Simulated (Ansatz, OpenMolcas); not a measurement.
How basis sets differ on C4H11P (tert-butylphosphine)

The species is C4H11P (16 atoms), meant as a singlet with charge 0. As SMILES, `CC(C)(C)P`. Geometry: relaxed at PBE0-D4/def2-TZVP. This is one conformer, not always the lowest.

Quantity: the HOMO–LUMO gap, in eV. The values are calculated.

```tsv
level	kind	program	value (eV)	CPU time
HF/ANO-R0 (sfX2C)	Hartree–Fock	OpenMolcas	14.31	7.2 s
HF/ANO-RCC-MB (DKH2)	Hartree–Fock	OpenMolcas	17.57	5.7 s
HF/STO-3G	Hartree–Fock	Ansatz	19.76	0.73 s
HF/3-21G	Hartree–Fock	Ansatz	14.52	1.6 s
HF/6-31G* (spherical functions)	Hartree–Fock	OpenMolcas	14.16	20 s
```

The values span 14.16 to 19.76 eV. A Hartree–Fock LUMO above zero doesn't converge with the basis: it sinks as sets grow more diffuse. Orbital gaps aren't excitation energies. CPU times are rough (shared hosts, several kinds of processor and program).
